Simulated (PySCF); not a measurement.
Start geometry of `[CH3-]` from GFN2-xTB (Å):
```
atom  x, y, z in Å
C1    -0.0099    0.0186    0.3752
H2     1.0223   -0.1516   -0.0929
H3    -0.6298   -0.8103   -0.1168
H4    -0.3724    0.9480   -0.1883
```

Task: What comes out of this run: PBE0-D3(BJ)/def2-SVP geometry optimisation, gas phase (PySCF 2.14.0)?

Result: 
```
atom  x, y, z in Å
C1    -0.0109    0.0190    0.3948
H2     0.9551    0.3180   -0.1218
H3    -0.1887   -0.9863   -0.1021
H4    -0.7453    0.6542   -0.1937
```

The energy falls by 0.33 kcal/mol over 4 energy and gradient evaluations, the largest force component goes from 0.0078 to 1.3e-05 Eh/bohr, and the atoms move by 0.025 Å rms after alignment. Among the bonds, C1–H2, C1–H3 and C1–H4 change most and about equally (-0.011 to -0.010 Å). Bonds longer at the end by more than 0.005 Å: 0 of 3; shorter: 3. Among the angles that change most is H3–C1–H4, from 101.8° to 99.6°. Rotational constants go from 227755, 227711, 158512 to 228961, 228959, 166616 MHz. The orientation of the end geometry is arbitrary; only internal coordinates are fixed.

The run used 29 basis functions and 23 SCF cycles in all. On AMD EPYC 9R45, one thread, shared host with 96 logical CPUs at a one-minute load of 33, this took 0.53 s and 0.23 GiB of memory at its peak.

Whether it is a minimum is left open (no frequencies).
